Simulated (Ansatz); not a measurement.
A made-up structure of CH₃AlCl, doublet:

```xyz
6
angstrom
Al -1.0124 -0.2181 -1.0365
C 0.4085 -0.1074 0.3437
Cl 1.2761 -1.6551 0.5800
H -1.8207 1.1508 -1.2795
H 1.1554 0.6466 0.0795
H -0.4342 -1.6137 -1.2045
```

It is relaxed with PBE-D4/def2-SVP and then PBE0-D4/def2-TZVP (Ansatz 0.2.0). Atoms count as bonded within 1.22 times the sum of their covalent radii (H–H: 0.88 Å). The end point is not checked to be a true minimum.

Q: Does its bonding change? (A judgement: the text doesn't fix the answer.)

A: By the calculation: No: no bond forms or breaks.

Where it ends: The first stage lowers the energy by 1.32 eV in 8 steps. It ends as CH₃AlCl ([AlH2][CH][Cl]):
Al1  (-0.854, -0.308, -1.012)
C2  (0.662, -0.109, 0.163)
Cl3  (1.598, -1.445, 0.668)
H4  (-1.644, 1.007, -1.409)
H5  (1.050, 0.812, 0.592)
H6  (-1.238, -1.755, -1.519)
(Å)

Labels in which every atom is bracketed show which atoms are joined, not bond orders.

For scale, one of the runs: PBE0-D4/def2-TZVP relaxation, 123 basis functions, launched by `ansatz run in.yaml --threads 2 --pin off --events-out ev --progress --plain --max-ram 4352MiB`. Hardware: 2 CPU threads of an Arm Neoverse V2, shared host. Wall time about 14 s.
